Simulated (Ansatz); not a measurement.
Basis-set extrapolation for C3H3N (PBE0-D4/def2-TZVP geometry, frozen core, Ansatz). Multiplicity 1, RHF reference.

```json
{"": "HF", "def2-TZVPP": "-169.673745", "def2-QZVPP": "-169.681308"}
{"": "MP2 correlation", "def2-TZVPP": "-0.675616", "def2-QZVPP": "-0.718627"}
{"": "CCSD(T) correlation", "def2-TZVPP": "-0.722172", "def2-QZVPP": "not run"}
```

Energies in hartree. Use E(X) = E(∞) + A·exp(−7.88·√X) for Hartree–Fock and E(X) = E(∞) + B·X^(−2.97) for correlation, with X = 3 and 4, and add CCSD(T) minus MP2 of the smaller set to the MP2 limit.

**Question.** What is the CCSD(T) energy at the basis-set limit?

**Answer.** HF limit: -169.681308 + (-0.007563) × 0.13774 = -169.68235. MP2 limit: -0.718627 + (-0.043011) × 0.74074 = -0.75049. Higher-order term: -0.722172 − (-0.675616) = -0.04656. Total: -170.47940 hartree, 219.2 kJ/mol below CCSD(T)/def2-TZVPP.
